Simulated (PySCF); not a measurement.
These 3 structures share the formula [C4H5O]- (charge -1). Computed with PBE0-D3(BJ)/def2-SVP geometry optimisation, gas phase (PySCF). Energies are electronic, without zero-point or thermal terms, for one conformer each. No frequencies were run at this level. Point groups hold within 0.08 Å.

Question: Order them by energy at this level, lowest first, and give relative energies in kJ/mol.
A. `[CH2:1]=[CH:2]/[CH:3]=[CH:4]/[O-:5]` (charge -1) with C1–C2–C3–C4 180°
B. `[CH2:1]=[CH:2][C:3](=[CH2:4])[O-:5]` (charge -1) with C1–C2–C3–C4 180°
C. `[CH2:1]=[CH:2]/[CH:3]=[CH:4]\[O-:5]` (charge -1) with C1–C2–C3–C4 180°

Answer: A (0.0), C (3.8), B (49.1).

Neighbours under 21 kJ/mol apart (C=C/C=C/[O-] and C=C/C=C\[O-]) can change places with a better method, another conformer or zero-point energy. C=C/C=C/[O-] and C=C/C=C\[O-] are stereoisomers, 3.8 kJ/mol apart in the conformers taken.

```tsv
SMILES	E (Eh)	E rel (kJ/mol)	dipole about centre of mass (D)	point group	A, B, C (MHz)
C=C/C=C/[O-]	-230.21173	0.0	1.79	Cs	39805, 2242, 2122
C=C/C=C\[O-]	-230.21029	3.8	1.33	Cs	19679, 2748, 2411
C=CC(=C)[O-]	-230.19304	49.1	3.15	Cs	10291, 4383, 3074
```

Question: As an exercise, what shares would exp(−E/RT) give at 298.15 K from these electronic energies alone (no entropy, no degeneracies)?

Answer: RT = 2.479 kJ/mol: C=C/C=C/[O-] 82.2 %, C=C/C=C\[O-] 17.8 %, C=CC(=C)[O-] under 0.1 %.
